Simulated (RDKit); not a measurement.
RDKit input (UFF):

```python
from rdkit import Chem
from rdkit.Chem import AllChem, rdDetermineBonds

mol = Chem.MolFromXYZFile('mol.xyz')
rdDetermineBonds.DetermineBonds(mol, charge=1)
print('SMILES', Chem.MolToSmiles(Chem.RemoveHs(mol)))
ff = AllChem.UFFGetMoleculeForceField(mol)
e0 = ff.CalcEnergy()
flag = ff.Minimize(maxIts=5000, forceTol=1e-5)
print(f'energy {e0:.4f} -> {ff.CalcEnergy():.4f} kcal/mol, converged: {flag == 0}')
print(Chem.MolToXYZBlock(mol))
```
mol.xyz:
```
4

O      0.06462128     0.00157913     0.02700513
H      0.00178962     0.80279151    -0.53584283
H      0.01908461    -0.83637053    -0.48137831
H     -0.53784446     0.02094599     0.80118010
```

### Question
Which steric energies does it print, before and after the minimisation?

### Answer
4.29 and 0.00 kcal/mol. They count from the force field's own zero for this bonding and are no heats of formation.
